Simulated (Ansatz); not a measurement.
hcp Tl

Calculation: r²SCAN in Ansatz (PAW).

Run with plane-wave cutoff 500 eV, 16×10×1 k mesh (along the axes of the cell as run), Fermi–Dirac smearing 0.1 eV, scalar-relativistic PAW data made under PBE.

Cell: relaxed at this level.

* **surface energy of the (10-10) face**: 0.32 J/m²
* **work function of the (10-10) face**: 3.56 eV

The slab of 8 atoms is relaxed and unreconstructed.

Spin–orbit coupling is not included; it can shift volumes and moduli of such heavy elements.

Computed values are for the static lattice.

Ansatz is a program for electronic structure.
